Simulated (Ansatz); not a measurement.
Born–Oppenheimer molecular dynamics of BClFH$_{2}$ (5 atoms, charge 0, multiplicity 2). It starts at the highest image of a converged band. Of that band: A vibrational analysis at the climbing image gives 2 clearly imaginary modes (966i, 67i cm⁻¹): a point of higher order. A lower path may pass nearby, or the ends, which weren't checked, may share the extra mode.

Level of theory: UKS B3LYP-D4/cc-pVDZ (Ansatz).

| Quantity | Value |
| --- | --- |
| ensemble | NVE (velocity Verlet) |
| time step | 0.5 fs |
| steps asked | 200 |
| starting velocities drawn for | 300 K |
| seed | 11566 |

First frame:

```xyz
5
Properties=species:S:1:pos:R:3
B -0.035 0.000 -0.047
H -0.016 0.000 1.496
F 1.119 0.000 -0.687
Cl -1.556 0.000 -0.929
H 0.021 0.000 2.417
```

Question: How far do the bonds stretch over the last three quarters of this one trajectory? (Pairs bonded in most of those frames.)

Answer: 
```csv
bond,mean (Å),spread (Å),shortest,longest
B1–H2,1.208,0.058,1.12,1.30
B1–F3,1.328,0.032,1.28,1.38
B1–Cl4,1.761,0.035,1.70,1.84
```

Mean temperature of the second half: 819 K. The conserved energy stayed within 0.22 meV per atom of its start (net change 0.054 meV per atom), so the integration is sound. The kinetic energy rose, since the run started high on the potential surface and went downhill. It ends in pieces (BClFH + H), so much of that is their flight and rotation, not heat. A run of 0.1 ps of so small a system gives no equilibrium averages.

Run time: 6.8 min on 1 thread of Arm Neoverse V1, with other jobs on the host, peak memory 0.13 GiB.
